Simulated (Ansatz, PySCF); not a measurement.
Molecule: ethanol, C₂H₆O (charge 0, singlet). SMILES: CCO
Structure (B3LYP-D3(BJ)/def2-TZVP (Ansatz, a quantum-chemistry and plane-wave program) minimum search):
```xyz
9

C      1.1718    -0.4079     0.0081
C      0.0038     0.5538    -0.0092
O     -1.1993    -0.2136     0.0022
H     -1.9515     0.3866    -0.0087
H      0.0464     1.2144     0.8659
H      0.0484     1.1848    -0.9058
H      2.1164     0.1393     0.0001
H      1.1395    -1.0312     0.9029
H      1.1415    -1.0607    -0.8654
```
Charge 0, spin multiplicity 1.

Quantity: atomisation energy (electronic, to ground-state atoms); the coupled-cluster value holds the core correlation from cc-pwCVTZ, in kcal/mol. Valence correlation only, unless marked. Open shells are spin-unrestricted. No spin-orbit coupling. No relativistic terms. CBS marks a two-point X^-3 extrapolation of the correlation energy; Hartree-Fock from the larger set. The bracket is a focal-point correction in the basis named.

Level to compare with: RI-MP2/CBS(aug-cc-pVTZ,aug-cc-pVQZ)+[CCSD(T)-MP2]/aug-cc-pVTZ plus the core term (Ansatz), 813.5 kcal/mol. It is a level with limits of its own, and the differences hold the functionals' basis error too.

Rank these functionals by how close they come to RI-MP2/CBS(aug-cc-pVTZ,aug-cc-pVQZ)+[CCSD(T)-MP2]/aug-cc-pVTZ, closest first: r2SCANh/def2-TZVPD (Ansatz); M06-2X/def2-TZVPD (PySCF); PBE/def2-TZVPD (Ansatz).

M06-2X/def2-TZVPD (hybrid meta-GGA, 808.4 kcal/mol, difference -5.1), PBE/def2-TZVPD (GGA, 820.2 kcal/mol, difference 6.7), r2SCANh/def2-TZVPD (hybrid meta-GGA, 803.6 kcal/mol, difference -9.9)
